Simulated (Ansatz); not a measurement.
A calculation on HfO2 (P2₁/c, No. 14) returned equilibrium volume per atom 11.47 Å³/atom, formation enthalpy -3.853 eV/atom.

**Question.** Which level of theory produced these numbers?
(A) PBE-D4 (Ansatz, a quantum-chemistry and plane-wave program)
(B) r²SCAN-D4 (Ansatz)
(C) r²SCAN (Ansatz)
(D) LDA (Ansatz)

**Answer.** B, r²SCAN-D4 (Ansatz)

The others give: PBE-D4 11.65 Å³/atom, -3.570 eV/atom; LDA 11.12 Å³/atom, -3.868 eV/atom; r²SCAN 11.53 Å³/atom, -3.802 eV/atom.

Unless a cell is named, each level is at its own relaxed cell (LDA 11.12, PBE-D4 11.65, r²SCAN 11.53, r²SCAN-D4 11.47 Å³/atom).

Caveats: the relaxation could not lower the start's symmetry, so the cell can be a saddle point above a distorted one (PBE-D4, LDA, r²SCAN, r²SCAN-D4). Ansatz's density-functional and Hartree–Fock values are scalar-relativistic unless marked +SOC, with PAW data made under PBE.
